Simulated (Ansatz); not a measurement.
# CH radical: how energies converge with the basis set

Aim: see how fast density functionals and correlated methods converge with the basis set for CH radical.

Method: one geometry, several basis sets; program: Ansatz 0.2.0, Gaussian basis.

The runs, in order: PBE0-D4/def2-SVP; ωB97M-V/def2-SVP; PBE0-D4/def2-QZVPP; ωB97M-V/def2-QZVPP; CCSD(T)/cc-pV(D+d)Z; CCSD(T)/cc-pV(T+d)Z; CCSD(T)/cc-pV(Q+d)Z; the functionals' def2-TZVPP values are taken from earlier runs.

## Step 1: Structure used throughout

All runs share one geometry, relaxed beforehand with PBE0-D4 in a triple-zeta def2 set.

SMILES `[CH]`, 2 atoms, charge 0, spin multiplicity 2.

Atoms are counted from 1 here; the program's logs count them from 0.

Bond lengths: C1–H2 1.123 Å.

## Step 2: PBE0-D4 in def2-SVP

Contents of in.yaml:

```yaml
crystal:
  periodic: [false, false, false]
  atoms:
    - {symbol: C, position_ang: [0.000000, -0.000000, 0.161066]}
    - {symbol: H, position_ang: [-0.000000, 0.000000, -0.961438]}
basis:
  gaussian: {orbitals: def2-SVP}
magnetization: {spin_polarized: true, initial_magnetization: 1}
hamiltonian: {xc: pbe0, dispersion: d4}
output: {orbitals: {seedname: orbitals}}
```

Launch:

```
> ansatz run in.yaml --threads 2 --pin off --events-out ev --progress --plain --max-ram 20480MiB --backend cpu
```

The runs that follow: ωB97M-V in def2-SVP; PBE0-D4 in def2-QZVPP; ωB97M-V in def2-QZVPP; CCSD(T) in cc-pV(D+d)Z; CCSD(T) in cc-pV(T+d)Z; CCSD(T) in cc-pV(Q+d)Z.

Before running them: what should the planned runs give, taken together? Wanted: MP2 correlation recovered, cc-pV(D+d)Z; MP2 correlation recovered, cc-pV(T+d)Z; MP2 correlation recovered, cc-pV(Q+d)Z; CCSD(T) limit from def2 sets; PBE0-D4: double and triple zeta above quadruple; ωB97M-V: double and triple zeta above quadruple.

**Answer**, as computed:

| quantity | value |
| --- | --- |
| MP2 correlation recovered, cc-pV(D+d)Z | 69.3 % |
| MP2 correlation recovered, cc-pV(T+d)Z | 88.7 % |
| MP2 correlation recovered, cc-pV(Q+d)Z | 95.3 % |
| CCSD(T) limit from def2 sets (earlier runs) less the limit of this series | 2 meV |
| PBE0-D4: double and triple zeta above quadruple | 1.32, 0.06 eV |
| ωB97M-V: double and triple zeta above quadruple | 1.42, 0.06 eV |

**Reading.** For PBE0-D4 the step from double to triple zeta gains 1.26 eV and the next only 0.06 eV. In cc-pV(D+d)Z MP2 holds 69 % of its limit, in cc-pV(Q+d)Z 95 %, while Hartree-Fock is within 0.020 eV in the largest set. A limit from the def2 sets, made apart, differs by 2 meV, a least measure of the doubt on such a limit. Total energies overstate the basis error of differences, where much of it tends to cancel.
